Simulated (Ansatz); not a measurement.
# H₉O₄+: geometry at several levels

Aim: geometry at several levels, for H₉O₄+, with the cost of each level. Charge +1.

Method: the levels named in each step, in Ansatz 0.2.0.

### 1 The system as given

Bond lengths: O1–H5 0.961 Å, O1–H6 0.961 Å, O2–H7 0.962 Å, O2–H8 0.962 Å, O3–H9 0.961 Å, O3–H10 0.961 Å, O4–H11 1.016 Å, O4–H12 1.020 Å, O4–H13 1.018 Å. Angles: H5–O1–H6 107.7°, H7–O2–H8 107.2°, H9–O3–H10 107.3°, H11–O4–H12 107.3°, H11–O4–H13 108.3°, H12–O4–H13 108.5°.

As a file:

```xyz
13

O     0.8391    1.1005    1.9109
O    -2.1169   -1.1232    0.1021
O     0.9028    0.6441   -2.0847
O     0.3973   -0.6309    0.0731
H     1.5530    1.0046    2.5474
H     0.1560    1.6403    2.3178
H    -2.4846   -1.6650    0.8065
H    -2.6208   -1.3118   -0.6950
H     1.6913    1.1917   -2.1365
H     0.7489    0.2797   -2.9609
H     0.5738    0.0261    0.8283
H     0.6223   -0.1565   -0.8014
H    -0.5955   -0.8575    0.0717
```

### 2 A rough first relaxation, PBE-D4/def2-SVP

Contents of input.yaml:

```yaml
crystal:
  periodic: [false, false, false]
  atoms:
    - { symbol: O, position_ang: [0.83911, 1.10051, 1.91094] }
    - { symbol: O, position_ang: [-2.11686, -1.12321, 0.10209] }
    - { symbol: O, position_ang: [0.90283, 0.64406, -2.08471] }
    - { symbol: O, position_ang: [0.39731, -0.63092, 0.07305] }
    - { symbol: H, position_ang: [1.55304, 1.00461, 2.54745] }
    - { symbol: H, position_ang: [0.15595, 1.64031, 2.31783] }
    - { symbol: H, position_ang: [-2.48455, -1.66501, 0.80655] }
    - { symbol: H, position_ang: [-2.62078, -1.31178, -0.69498] }
    - { symbol: H, position_ang: [1.69132, 1.19174, -2.13652] }
    - { symbol: H, position_ang: [0.74886, 0.2797, -2.96087] }
    - { symbol: H, position_ang: [0.57381, 0.02605, 0.82833] }
    - { symbol: H, position_ang: [0.62226, -0.15648, -0.8014] }
    - { symbol: H, position_ang: [-0.59545, -0.85745, 0.07171] }
total_charge: 1
basis:
  gaussian: { orbitals: def2-SVP }
hamiltonian:
  xc: pbe
  dispersion: d4
relax:
  f_tol: 0.03
  max_steps: 200
```

Started as:

```console
ansatz run input.yaml --threads 4 --pin off --max-ram 10240MiB --backend cpu --events-out ev --progress --plain --runs-dir out
```

After this run come: Relaxation, HF/STO-3G; Relaxation, HF/6-31G*; Relaxation, LDA/def2-SVP; Relaxation, PBE-D4/def2-SVP.

What does the calculation give? Wanted: O1–H5 at PBE-D4/def2-SVP; O1–H6 at PBE-D4/def2-SVP.

**Answer**, as computed:

| quantity | value |
| --- | --- |
| O1–H5 at PBE-D4/def2-SVP | 0.977 Å |
| O1–H6 at PBE-D4/def2-SVP | 0.976 Å |

The O1–H5 distance spreads over 0.031 Å, from HF/6-31G* (shortest) to HF/STO-3G.
